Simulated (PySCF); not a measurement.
Energy profile

The step: Si₂H₄ ([SiH][SiH3]) + NH₃ → Si₂NH₇ ([NH2][SiH2][SiH3]); bonds formed: Si1–H3; dative contacts that become bonds: Si1–N4; bonds broken: H3–N4 (atoms numbered as in the saddle structure below).

| atom | x (Å) | y (Å) | z (Å) |
| --- | --- | --- | --- |
| Si1 | -0.9846 | -0.2287 | 0.1273 |
| Si2 | 1.0928 | -1.0835 | 0.8215 |
| H3 | -1.7625 | 0.2897 | -1.1943 |
| N4 | -0.7148 | 1.1728 | -1.1190 |
| H5 | -1.4812 | 0.5843 | 1.2813 |
| H6 | 0.9106 | -2.1114 | 1.8844 |
| H7 | 1.7905 | -1.7291 | -0.3263 |
| H8 | 1.9902 | -0.0111 | 1.3451 |
| H9 | -0.6709 | 2.1563 | -0.8770 |
| H10 | -0.1700 | 0.9610 | -1.9429 |

Electronic energies by CCSD(T) at an estimated basis limit (MP2 extrapolated from triple and quadruple zeta, plus CCSD(T) − MP2 in triple zeta), on PBE0-D4/def2-TZVP structures; Si2NH7, closed shell; no counterpoise correction. Computed with PySCF 2.14 with density fitting (its default auxiliary sets; JK sets also for MP2 and CCSD(T)) (basis: def2-TZVPP and def2-QZVPP); correlated methods freeze the cores. Extrapolation: Hartree–Fock as exp(−7.88 √X), correlation as X^−2.97.

Question: Give the profile in kJ/mol, counted from the separated reactants. (To be estimated.)

Answer: By the calculation:
| point | kJ/mol |
| --- | --- |
| separated: Si2H4 (linked as [SiH][SiH3]; Si1, Si2, H5, H6, H7, H8; singlet) + NH3 (H3, N4, H9, H10; singlet) | 0.0 |
| start structure | -127.9 |
| saddle | 34.4 |
| end structure | -263.5 |

T1 diagnostic: at most 0.016. The restricted Hartree–Fock reference is unstable towards an unrestricted one at one or more of these structures.

Losses and insertions of silylenes and their heavier kin drive the gas-phase chemistry of silicon and germanium vapour deposition.

For scale, one of the runs: CCSD(T)/def2-TZVPP, 213 basis functions, launched by `OMP_NUM_THREADS=4 python run.py`. Time: 7.7 min of wall clock on 4 CPU threads of an Arm Neoverse V1; the host was shared. Peak host memory: 2.5 GiB.
